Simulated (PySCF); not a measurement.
Process, species as SMILES: O (H2O) + H+ → [OH3+]
B3LYP-D3(BJ)/def2-TZVP geometries, fixed; electronic energies without zero-point terms; positive where energy is released.

Effect of the atomic grid (radial, angular points) at r2SCAN/aug-cc-pVTZ with PySCF, against the last row, where the proton affinity is 172.36 kcal/mol. Cost is core time over that of atom_grid: 50, 194, unpruned, rough, on shared machines of one kind.

```csv
setting,"grid points, largest species",largest shift of a total energy (mEh),shift of the proton affinity (kcal/mol),cost
"atom_grid: 30, 110, unpruned",13200,0.510,0.029,0.5×
"atom_grid: 50, 194, unpruned",38800,0.104,-0.005,1×
"atom_grid: 75, 302, unpruned",90600,0.008,0.000,2×
"atom_grid: 99, 590, unpruned",233640,0.002,0.000,3×
"atom_grid: 150, 974, unpruned",584400,0.000,0.000,8×
```

Within 0.02 kcal/mol in the proton affinity: atom_grid: 50, 194, unpruned; atom_grid: 75, 302, unpruned; atom_grid: 99, 590, unpruned. The largest shift is 0.510 mEh in a total energy and 0.029 kcal/mol in the difference.
